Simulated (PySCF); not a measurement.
# Accurate constants of AlF, step by step

An exercise on one series of results from a longer session: the logs are not shown, and one member is left open.

Method: CCSD(T) on RHF, no relativity in the base curves; scalar relativity is added as a correction; program: PySCF 2.14.0.

1 further run of the same task is left out (set aside as unsound or not needed).

The first run:

| Quantity | Value |
| --- | --- |
| molecule | AlF |
| state | singlet, unpaired electrons none |
| smaller basis | Al cc-pV(T+d)Z, F cc-pVTZ |
| larger basis | Al cc-pV(Q+d)Z, F cc-pVQZ |
| frozen core orbitals | 6 |
| extrapolation | correlation as n⁻³ (n = 3, 4), Hartree–Fock as (n+1)·exp(−9√n) |
| corrections | core–valence correlation, scalar relativity |
| distances (Å) | 1.4718, 1.5387, 1.6056, 1.6725, 1.7394, 1.8230, 1.9066 |
| masses (u) | 26.9815, 18.9984 |
| dissociation limit | Al + F |

Run with:

```sh
OMP_NUM_THREADS=4 python comp.py task.json out
```

One table of the session follows, with a row left open; its other results are not shown here.

| level | Re (Å) | ωe (cm⁻¹) | ωexe (cm⁻¹) | αe (cm⁻¹) | De (eV) |
| --- | --- | --- | --- | --- | --- |
| CCSD(T)/cc-pVTZ(-PP) | 1.6642 | 796.1 | 4.30 | 0.00477 | 6.799 |
| CCSD(T)/cc-pVQZ(-PP) | 1.6630 | 804.1 | 4.60 | 0.00475 | 6.996 |
| HF/CBS | 1.6395 | 845.0 | 5.01 | 0.00486 | 5.213 |
| MP2/CBS | ? | ? | ? | ? | ? |
| CCSD/CBS | 1.6590 | 812.4 | 4.68 | 0.00475 | 6.942 |
| CCSD(T)/CBS | 1.6641 | 801.7 | 4.65 | 0.00476 | 7.092 |
| CCSD(T)/CBS+CV | 1.6594 | 802.7 | 4.67 | 0.00482 | 7.103 |
| CCSD(T)/CBS+CV+SR | 1.6592 | 801.5 | 4.67 | 0.00482 | 7.091 |

**Question.** Estimate the row for MP2/CBS.

The run gave: Re (Å): 1.6690; ωe (cm⁻¹): 791.4; ωexe (cm⁻¹): 4.61; αe (cm⁻¹): 0.00478; De (eV): 7.445. In the column «Re (Å)» it is the highest.

**Reading.** The last step gives Re = 1.6592 Å, ωe = 801.5 cm⁻¹ and De = 7.091 eV; the smaller basis alone is off from it by +5.0 mÅ and -0.29 eV. Near the minimum the mean field binds by 5.20 eV and correlation adds 1.89 eV of binding. T1 is 0.015. Spin–orbit coupling and excitations beyond (T) are left out.
